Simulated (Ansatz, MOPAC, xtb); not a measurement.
Barrier height from H + H2O (SMILES O) to the transition structure H3O, without zero-point energy, on the benchmark's geometries as Psi4's copy of the set gives them.
Transition structure (charge 0, multiplicity 2):
```xyz
4

O     -0.3011    -0.1080     0.0000
H     -0.4279     0.8516     0.0000
H      1.0155    -0.1004     0.0001
H      1.8210     0.1132    -0.0001
```

Open shells are unrestricted; no spin–orbit coupling.

Frozen-core correlation. The state that PM7 reach isn't checked; PM7 holds dispersion and hydrogen-bond terms.

Programs: Ansatz (a quantum-chemistry and plane-wave program); MOPAC for PM7 (differences of heats of formation); xtb for the GFN methods. Each number belongs to the level named beside it. The GFN methods have no spin term and hold the electronic entropy of 300 K.

```tsv
level	barrier height (kJ/mol)
PM7	-65.9
GFN1-xTB	45.8
revPBE/def2-TZVPPD	56.1
r2SCAN/def2-TZVPPD	52.4
B97M-V/def2-TZVPPD	64.5
wB97M-V/def2-TZVPPD	80.3
B2PLYP/def2-TZVPPD	76.5
MP2/aug-cc-pVDZ	130.9
SCS-MP2/aug-cc-pVDZ	___
```

Q: Some entries are withheld; supply them.

A: 
- SCS-MP2/aug-cc-pVDZ, barrier height (kJ/mol): 120.8
